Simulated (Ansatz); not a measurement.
cyclo-(PH)3 (P₃H₃), relaxed as a singlet with RKS PBE0-D4/def2-TZVP in Ansatz, starting from the GFN2-xTB geometry. Force threshold 0.02 eV/Å.

Start:

```tsv
atom	x (Å)	y (Å)	z (Å)
P1	-0.305	0.375	-1.198
P2	-0.589	0.617	0.969
P3	0.242	-1.217	0.168
H4	0.993	0.898	-1.268
H5	0.662	1.180	1.253
H6	-1.003	-1.853	0.075
```

**Question.** Estimate the energy that the relaxation releases and the steps that it takes.

**Answer.** 2.9 kJ/mol, in 4 steps; 6 s on 2 threads of Arm Neoverse V2 on a shared host. No frequencies were taken in this run, so the end may be a saddle point.

**Question.** Does the start keep its bonding and symmetry?

**Answer.** By distances, no bond broke or formed. The bond that changes most is P2–P3, from 2.17 to 2.20 Å (atoms count from 1). Point group Cs at the start, Cs at the end, both within 0.05 Å.

**Question.** Predict the relaxed structure.

**Answer.** 
```csv
atom,x (Å),y (Å),z (Å)
P1,-0.3161,0.3843,-1.2109
P2,-0.6034,0.6287,0.9771
P3,0.2539,-1.2320,0.1709
H4,1.0052,0.9043,-1.2694
H5,0.6736,1.1864,1.2564
H6,-1.0132,-1.8716,0.0760
```
Bond lengths: 3 × P–P 2.20 to 2.22 Å; 3 × H–P 1.42 Å.
